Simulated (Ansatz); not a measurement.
C₃H₇NO (`C1COCN1`). The species carries charge 0 and has multiplicity 1.

Z-matrix (Å, degrees):
```
C
N 1 1.453
C 1 1.517 2 99.9
H 1 1.091 2 111.4 3 119.5
H 1 1.102 2 113.5 3 -117.4
C 2 1.449 1 103.5 3 41.8
H 2 1.011 1 112.8 3 163.1
O 3 1.421 1 104.7 2 -32.6
H 3 1.093 1 113.0 2 -151.5
H 3 1.096 1 111.2 2 85.5
H 6 1.095 2 111.1 1 -155.1
H 6 1.106 2 113.1 1 82.0
```

Problem. What are the harmonic wavenumbers in cm⁻¹ at PBE0-D4/def2-TZVP (Ansatz, finite differences of forces, unscaled)? (An estimate is asked.)

Solution. The calculation gave: 101, 274, 591, 695, 842, 920, 966, 974, 1008, 1092, 1144, 1152, 1165, 1194, 1239, 1247, 1321, 1371, 1417, 1446, 1505, 1519, 1547, 2918, 2971, 3039, 3063, 3096, 3109, 3574.

Problem. Is this a minimum?

Solution. Yes, all 30 modes are real.

Problem. Give the ideal-gas thermochemistry at 298.15 K and 1 bar (rigid rotor, harmonic oscillator; point group C1, symmetry number 1).

Solution. Zero-point energy 278.1 kJ/mol; H(298) − E = 293.0 kJ/mol; entropy 294.3 J/(mol·K), of which translation 162.4, rotation 103.4, vibration 28.6; G(298) − E = 205.2 kJ/mol.

Problem. And at 400, 500, 600, 800 and 1000 K?

Solution. 
| T (K) | H − E (kJ/mol) | S (J/mol/K) | G − E (kJ/mol) |
| --- | --- | --- | --- |
| 400 | 302.0 | 320.1 | 173.9 |
| 500 | 313.5 | 345.6 | 140.7 |
| 600 | 327.2 | 370.6 | 104.8 |
| 800 | 360.0 | 417.6 | 26.0 |
| 1000 | 398.2 | 460.1 | -61.9 |

Problem. Rotational constants (cm⁻¹)?

Solution. 0.2536, 0.2496, 0.141.
